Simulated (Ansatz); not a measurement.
For fcc Ir, r²SCAN+SOC in Ansatz (PAW) gives:

| Quantity | Value |
|---|---|
| lattice parameter a | 3.846 Å |
| bulk modulus B0 | 371 GPa |

**Question.** What does PBE0 in Ansatz (PAW) give for the same quantities?

**Answer.** 
- lattice constant a: 3.826 Å (decreases by 0.5 %)
- bulk modulus: 397 GPa (increases by 7.0 %)

For comparison: lattice constant a 3.831 Å (measured, static lattice: zero-point anharmonic expansion removed; as tabulated in Mejia-Rodriguez and Trickey (2018), arXiv:1807.09216); bulk modulus 365 GPa (measured, corrected for temperature and zero-point phonon effects; as tabulated in Levämäki et al. (2014), arXiv:1402.3671).

Changes are worked out from the printed values.

Unless a cell is named, each level is at its own relaxed cell (r²SCAN+SOC 14.22, PBE0 14.00 Å³/atom).

Levels without +SOC leave out spin–orbit coupling, which shifts energies and cells of such heavy elements.

Ansatz's density-functional and Hartree–Fock values are scalar-relativistic unless marked +SOC, with PAW data made under PBE.

Ansatz is an electronic-structure program.
